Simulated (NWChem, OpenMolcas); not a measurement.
**How basis sets differ on C4H5N (pyrrole)**

C4H5N has 10 atoms, charge 0, and is taken as a singlet. SMILES: `c1cc[nH]c1`. Geometry: relaxed at PBE0-D4/def2-TZVP.

Quantity: the dipole moment, in D. The values are calculated.

**The experiment to reproduce.** NIST CCCBDB; in doubt, as an older value, an estimate or one at odds with other calculations gives the dipole moment of the gas as 1.84 D.

```tsv
level	kind	program	value (D)	computed − measured	CPU time
HF/ANO-RCC-MB (DKH2)	Hartree–Fock	OpenMolcas	2.21	+0.37	3.7 s
HF/STO-3G	Hartree–Fock	NWChem	1.92	+0.08	3.6 s
HF/3-21G	Hartree–Fock	OpenMolcas	2.02	+0.18	2.8 s
HF/def2-SVP	Hartree–Fock	NWChem	2.02	+0.18	21 s
```

Nearest: HF/STO-3G (+0.08 D); farthest: HF/ANO-RCC-MB (DKH2) (+0.37 D). The measured dipole is a vibrational average, so differences of a few hundredths of a debye mean little. Magnitudes only. Sets without polarisation functions give poor dipoles. Times are those of the runs behind each value, whatever else they computed, on shared processors of several kinds: orders of magnitude only.
